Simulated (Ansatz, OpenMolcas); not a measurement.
## Si2H6O (disiloxane): methods side by side

Si2H6O has 9 atoms, charge 0, and is taken as a singlet. SMILES: `[SiH3]O[SiH3]`. Geometry: relaxed at PBE0-D4/def2-TZVP.

Each level gives the vertical energy of the triplet above the singlet (eV). The values are calculated.

```tsv
level	kind	program	value (eV)	CPU time (all runs)
HF/cc-pVDZ	Hartree–Fock	OpenMolcas	7.87	15 s
SVWN5/cc-pVDZ	LDA	Ansatz	6.14	19 s
BLYP/cc-pVDZ	GGA	OpenMolcas	6.40	1.8 min
B3LYP/cc-pVDZ	global hybrid	Ansatz	6.92	37 s
HSE06/cc-pVDZ	range-separated hybrid	Ansatz	6.87	45 s
wB97M-V/cc-pVDZ	range-separated hybrid	Ansatz	7.49	5.5 min
B2PLYP/cc-pVDZ	double hybrid	Ansatz	7.41	44 s
PBE-QIDH/cc-pVDZ	double hybrid	Ansatz	7.72	42 s
RPA@PBE0/cc-pVDZ	RPA	Ansatz	7.53	62 s
BCCD(T)/cc-pVDZ	coupled cluster or CI	Ansatz	7.62	96 s
```

The values span 6.14 to 7.87 eV. A triplet this far above the singlet is often a Rydberg-like or dissociative state; sets without diffuse functions put Rydberg states too high. Times are those of the runs behind each value, whatever else they computed, on shared processors of several kinds: orders of magnitude only.
